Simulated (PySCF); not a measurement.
Species: C6H6.
Geometry (PBE0-D3(BJ)/def2-SVP, Å), atoms numbered from 1 in this order:
```xyz
12
C6H6 angstrom
C     -0.7990    1.1426    0.0368
C     -1.3887   -0.1181   -0.0533
C     -0.5897   -1.2608   -0.0903
C      0.7990   -1.1426   -0.0368
C      1.3887    0.1181    0.0533
C      0.5897    1.2608    0.0903
H     -1.4250    2.0379    0.0655
H     -2.4768   -0.2106   -0.0952
H     -1.0519   -2.2485   -0.1610
H      1.4250   -2.0379   -0.0655
H      2.4768    0.2106    0.0952
H      1.0519    2.2485    0.1610
```

Theory: PBE0-D3(BJ)/def2-SVP geometry optimisation, gas phase (PySCF 2.14.0).

Masses are those of the commonest isotopes; rigid-rotor values at the optimised geometry. 

Q: Give the principal moments of inertia and the rotational constants in MHz.

A: Ia = 88.74, Ib = 88.74, Ic = 177.48 u·Å²; 505379 MHz·u·Å²/I gives A = 5695, B = 5695, C = 2847 MHz.

Q: Classify the top.

A: An oblate symmetric top, as the point group D6h requires two equal moments; Ray's κ = 1.000.

Q: What does the inertial defect say?

A: Planar: Δ = Ic − Ia − Ib = 0.00 u·Å². For a rigid frame Δ = −2 Σ m c², so it vanishes when all atoms lie in the ab plane; here none is more than 0.01 Å from it.

The point group D6h allows no dipole (computed: 0.00 D), so a rigid rotor has no electric-dipole lines.

Q: Estimate the classical rotational partition function at 10 K, 100 K and 500 K.

A: Point group D6h, symmetry number σ = 12; q = (√π/σ)·√((kT/h)³/(ABC)), k/h = 20836.6 MHz/K: 46.2 at 10 K, 1460 at 100 K, 16300 at 500 K.

No frequency check. Constants of a rigid frame at the computed geometry: no zero-point averaging, no centrifugal distortion.

The run took about 13 s of CPU time (one thread, shared machine). These figures are those of the optimisation.
